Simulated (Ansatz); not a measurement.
Density of states of NbReSi (P-62m, a = 6.829 Å, b = 6.829 Å, c = 3.308 Å, α = 90.00°, β = 90.00°, γ = 120.00°), in states per eV and primitive cell, averaged over bins of 0.5 eV. The calculation used DFT r2SCAN, scalar-relativistic, plane waves, PAW in Ansatz 0.2.0.

Plane waves to 500 eV, a k mesh through Γ of 6×6×12 on the computed 9-atom cell and Gaussian smearing (0.10 eV); no spin polarisation.

The cell is relaxed at this level. The states (both spins) are summed by tetrahedra on a 9×9×18 mesh at the self-consistent density. Energies are bin centres; the table starts no lower than −8 eV and ends at 6 eV, or lower where the solved bands end.

It is a metal at this level.

```
E − E_F (eV) total Nb 4d Re 5d Si 3p Si 3s
       -7.80   0.81   0.14   0.17   0.29   0.03
       -7.30   3.44   0.61   0.72   1.16   0.11
       -6.80   2.60   0.49   0.57   0.91   0.07
       -6.30   4.66   0.89   1.32   1.61   0.10
       -5.80   2.58   0.52   0.89   0.83   0.04
       -5.30   5.61   1.21   2.21   1.61   0.08
       -4.80   9.72   2.13   4.00   2.95   0.08
       -4.30   5.41   1.28   2.24   1.56   0.04
       -3.80   9.34   3.28   4.18   1.19   0.08
       -3.30   9.17   3.38   3.90   1.07   0.13
       -2.80   7.91   2.94   3.09   1.06   0.11
       -2.30   7.32   2.05   4.38   0.49   0.03
       -1.80   7.05   1.88   4.17   0.60   0.05
       -1.30   2.92   0.73   1.73   0.26   0.04
       -0.80   1.67   0.76   0.66   0.18   0.01
       -0.30   3.20   1.84   1.04   0.18   0.02
        0.20   6.05   3.22   2.19   0.27   0.06
        0.70   7.76   3.82   2.95   0.43   0.10
        1.20   9.73   4.75   3.82   0.39   0.16
        1.70   7.56   3.99   2.54   0.51   0.10
        2.20   8.77   4.53   2.76   0.79   0.17
        2.70   9.15   4.78   2.00   1.31   0.30
        3.20   0.87   0.41   0.17   0.19   0.04
        3.70   1.28   0.39   0.25   0.39   0.07
        4.20   2.61   0.67   0.47   0.57   0.31
        4.70   4.67   1.20   0.73   1.06   0.69
        5.20   5.51   1.19   0.90   1.37   0.86
        5.70   3.97   0.78   0.52   0.92   0.43
```

The columns after the total are the main Löwdin projections on the occupied valence shells of the potentials; 6 others are left out. The rest of the total lies in those, in shells that are empty in the free atom, which aren't projected, and between the atoms.

Spin-orbit coupling is left out, which matters for the bands of heavy elements.

Whether NbReSi exists in this form wasn't checked.

Cost: 1 run of about 8.5 core-minutes, on Oxide Virtual Turin-like Processor (Zen 5) (shared hosts).